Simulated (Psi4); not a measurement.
**CH3B (SMILES B[CH]) at TD-BOP/6-31++G(d,p) (density fitting, Cartesian functions, tdscf states 6)**

Aim: the vertical excitations of CH3B. 

Program for the calculation: Psi4 1.11.

5 further runs of the same task are left out: 1 that didn't finish, 4 set aside as unsound or not needed.

### Step 1. Starting point

CH3B has 5 atoms, charge 0, and is taken as a triplet. SMILES: `B[CH]`. The coordinates come from a GFN2-xTB relaxation.

Bond lengths: B1–C2 1.463 Å, B1–H3 1.182 Å, B1–H4 1.174 Å, C2–H5 1.068 Å. Angles: B1–C2–H5 150.8°, C2–B1–H3 120.4°, C2–B1–H4 121.9°, H3–B1–H4 117.7°.

### Step 2. The vertical excitations at TD-BOP/6-31++G(d,p) (density fitting, Cartesian functions, tdscf states 6)

Contents of ch3b.inp:

```
memory 1.6 GB

molecule mol {
  0 3
  B     -0.352450    -0.401400    -0.071360
  C      0.507540     0.779550    -0.141970
  H     -0.308550    -1.118250     0.866820
  H     -1.104620    -0.672740    -0.931370
  H      1.258080     1.412850     0.277880
  symmetry c1
}

set basis 6-31++G**
set reference uks
set scf_type df
set tdscf_states 6
set tdscf_tda false
set dft_nuclear_scheme treutler

energy_value, wavefunction = energy("td-bop", return_wfn=True)
```

Started as:

```console
psi4 ch3b.inp ch3b.out -n 1
```

**Question.** What will come out? Wanted: ground-state or mean-field energy; dipole moment; HOMO energy; LUMO energy; ⟨S²⟩ of the reference determinant; lowest excitation energy.

Answer, from the run:

Level: TD-BOP/6-31++G** (density fitting, Cartesian functions, tdscf states 6).

```
                                                   quantity         value
                          ground-state or mean-field energy  -64.57730 Eh
                      dipole moment (BOP Kohn–Sham density)        1.01 D
HOMO energy (BOP Kohn–Sham orbitals) (highest over α and β)      -5.20 eV
 LUMO energy (BOP Kohn–Sham orbitals) (lowest over α and β)      -4.83 eV
                          ⟨S²⟩ of the reference determinant         2.004
                                   lowest excitation energy       3.36 eV
```

**Reading.** The brightest of the 6 transitions from the ground state lies at 5.75 eV (216 nm, f = 0.012); the lowest, at 3.36 eV, has f = 0.000. Roots above 5.2 eV lie over the negative of the HOMO energy, where those of Rydberg kind are poorly described; valence roots are less touched.
